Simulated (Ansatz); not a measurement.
# H4Si: the cost of one run

Method: the levels named in each step, in Ansatz 0.2.0.

## (1) The structure to begin with

Bond lengths: Si1–H2 1.461 Å, Si1–H3 1.461 Å, Si1–H4 1.461 Å, Si1–H5 1.461 Å. Angles: H2–Si1–H3 109.5°, H2–Si1–H4 109.5°, H2–Si1–H5 109.4°, H3–Si1–H4 109.4°, H3–Si1–H5 109.5°, H4–Si1–H5 109.6°.

As a file:

```xyz
5

Si    0.0000    0.0000    0.0000
H    -0.1692    1.2095   -0.8011
H    -0.7328    0.1404    1.2556
H     1.4183   -0.2003    0.2857
H    -0.5172   -1.1483   -0.7398
```

## (2) A rough first relaxation, PBE-D4/def2-SVP

This run stands in another session on the same molecule. It ended at:

```xyz
5

Si   -0.0002    0.0003    0.0001
H    -0.1740    1.2448   -0.8235
H    -0.7545    0.1448    1.2914
H     1.4589   -0.2068    0.2929
H    -0.5311   -1.1818   -0.7605
```

## (3) Relaxation, PBE0-D4/def2-TZVPP

This run stands in another session on the same molecule. It ended at:

```xyz
5

Si   -0.0002    0.0003    0.0001
H    -0.1719    1.2297   -0.8136
H    -0.7454    0.1431    1.2758
H     1.4412   -0.2043    0.2894
H    -0.5246   -1.1675   -0.7512
```

## (4) Frequencies, PBE0-D4/def2-TZVPP

Contents of input.yaml:

```yaml
crystal:
  periodic: [false, false, false]
  atoms:
    - { symbol: Si, position_ang: [-0.00017309, 0.00025442, 8.327e-05] }
    - { symbol: H, position_ang: [-0.1719036, 1.22974515, -0.81356347] }
    - { symbol: H, position_ang: [-0.74541341, 0.14306821, 1.27577175] }
    - { symbol: H, position_ang: [1.44122967, -0.20428819, 0.28936241] }
    - { symbol: H, position_ang: [-0.52460958, -1.1674996, -0.75123396] }
basis:
  gaussian: { orbitals: def2-TZVPP }
hamiltonian:
  xc: pbe0
  dispersion: d4
phonons: {}
```

Started as:

```
$ ansatz run input.yaml --threads 2 --pin off --max-ram 5120MiB --backend cpu --events-out ev --progress --plain --runs-dir out
```

Q: Estimate wall time and peak memory on 2 threads of Arm Neoverse V1, shared host.

About 7.5 s, with a peak of 0.13 GiB.
